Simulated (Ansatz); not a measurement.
SiH₅, that is [SiH5]- with one electron fewer, relaxed as a doublet with UKS PBE0-D4/def2-TZVPD in Ansatz, starting from the PBE0-D4/def2-TZVPD geometry of the charge -1 singlet. Force threshold 0.02 eV/Å.

Start:

```xyz
6

Si    0.000    0.000    0.000
H     0.563   -0.638   -1.381
H    -0.563    0.638    1.381
H     0.239   -1.335    0.714
H    -1.347    0.277   -0.677
H     1.108    1.058   -0.038
```

```json
{"step": "1", "energy (eV)": "-7952.4825", "largest force component (eV/Å)": "0.522", "SCF passes": "24"}
{"step": "2", "energy (eV)": "-7952.5183", "largest force component (eV/Å)": "0.103", "SCF passes": "25"}
{"step": "3", "energy (eV)": "-7952.5196", "largest force component (eV/Å)": "0.001", "SCF passes": "26"}
```

Force components are those of the run's own axes.

End:

```xyz
6

Si    0.000    0.000    0.000
H     0.552   -0.626   -1.354
H    -0.552    0.626    1.354
H     0.234   -1.307    0.699
H    -1.319    0.271   -0.663
H     1.085    1.036   -0.037
```

By distances, no bond broke or formed. The bond that changes most is Si1–H5, from 1.53 to 1.50 Å (atoms count from 1).

No frequencies were taken in this run, so the end may be a saddle point.

Hardware: 4 threads of Arm Neoverse V2 on a shared host. Wall time 1.9 s.
